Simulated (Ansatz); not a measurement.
Ansatz (a program for electronic structure) input file for hydrogen cyanide (CHN), SMILES C#N, PBE/def2-TZVPD. Coordinates come from a ωB97X-D3(BJ)/def2-TZVPD optimisation.

Ansatz 0.2 input:
```yaml
crystal:
  periodic: [false, false, false]
  atoms:
    - {symbol: C, position_ang: [0.00000000, 0.00000000, 0.49635361]}
    - {symbol: N, position_ang: [0.00000000, 0.00000000, -0.64915925]}
    - {symbol: H, position_ang: [0.00000000, 0.00000000, 1.56599306]}
basis:
  gaussian:
    orbitals: def2-TZVPD
hamiltonian:
  xc: {name: PBE}
```

Program output:

```
WARN ansatz: RAYON_NUM_THREADS=1 ignored (pool sized by the plan → 1); use --threads N
Functional definition: PBE
integrals: 0.01 GiB planned
404 factors; their error is unknown
mean field: 0.14 GiB planned
mean field evaluation 1: about -2535.4458 eV, gradient 4.7e1 eV
mean field evaluation 2: about -2519.7686 eV, gradient 9.0e1 eV
mean field evaluation 4: about -2540.0777 eV, gradient 3.9e0 eV
mean field evaluation 8: about -2540.1063 eV, gradient 7.2e-2 eV
mean field -2540.10631743 eV, -93.3471854196 hartree, gradient 4.5e-6 eV, S^2 0.000000; 0 other end points of the search recorded, 0 dependent functions left out
reference -2540.10634648 eV, -93.3471864873 hartree; 7, 7 occupied and 76, 76 virtual orbitals, 404 factors
Total energy: -2540.10634648 eV, -93.3471864873 hartree
```

Self-consistency was reached.
